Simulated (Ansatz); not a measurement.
## Pulling the pair apart

The pair of NH4⁺ (SMILES [NH4+], atoms 1–5) and SiH3Cl (SMILES [SiH3]Cl, atoms 6–10), both closed shells, in one local arrangement (a lower one may exist), relaxed at PBE0-D4/def2-TZVP:

| atom | x (Å) | y (Å) | z (Å) |
| --- | --- | --- | --- |
| N1 | -0.0348 | -0.1425 | -2.2135 |
| H2 | -0.3223 | -1.1220 | -2.2256 |
| H3 | 0.0148 | 0.2051 | -1.2249 |
| H4 | -0.7136 | 0.4152 | -2.7345 |
| H5 | 0.8833 | -0.0533 | -2.6518 |
| Si6 | 0.0220 | 0.0379 | 2.3687 |
| Cl7 | 0.1603 | 1.1994 | 0.6064 |
| H8 | 1.0357 | -1.0258 | 2.2240 |
| H9 | -1.3541 | -0.4953 | 2.3883 |
| H10 | 0.3086 | 0.9814 | 3.4627 |

SiH3Cl is shifted rigidly along the line between the mean atom positions of the two fragments (negative: closer). Counterpoise interaction energies in kcal/mol. Ansatz 0.2.0; basis: def2-TZVPPD; cores frozen in the correlated methods.

```csv
shift (Å),HF,wB97M-V,PBE0-D4
-0.21,-6.77,-11.28,-12.72
-0.10,-8.59,-12.40,-13.58
0.00,-9.64,-12.85,-13.81
0.10,-10.15,-12.84,-13.61
0.25,-10.26,-12.34,-12.90
0.52,-9.49,-10.72,-11.03
1.04,-7.24,-7.56,-7.65
2.09,-4.22,-4.09,-3.98
```

At the largest shift the D4 term itself is slightly repulsive (PBE0-D4 +1.3 meV): a quirk of that model, not of the functional.

Problem. What does CCSD(T) give at these shifts? (To be estimated.)

Solution. By the calculation: -10.41, -11.62, -12.15, -12.21, -11.79, -10.31, -7.37, -4.03 kcal/mol. For zero shift, CCSD(T) at an estimated basis limit (MP2 extrapolated from triple and quadruple zeta, plus CCSD(T) − MP2 in triple zeta) gives -12.81 kcal/mol. These are counterpoise interaction energies, counted from the two frozen fragments.

No T1 diagnostic of these runs exceeds 0.008.

For scale, one of the runs: CCSD(T)/def2-TZVPPD, 255 basis functions, launched by `ansatz run in.yaml --threads 4 --pin off --events-out ev --progress --plain --max-ram 9574MiB`. The run took 81 s on 4 CPU threads of an Arm Neoverse V1 (shared host), with 5.3 GiB of host memory at its peak.
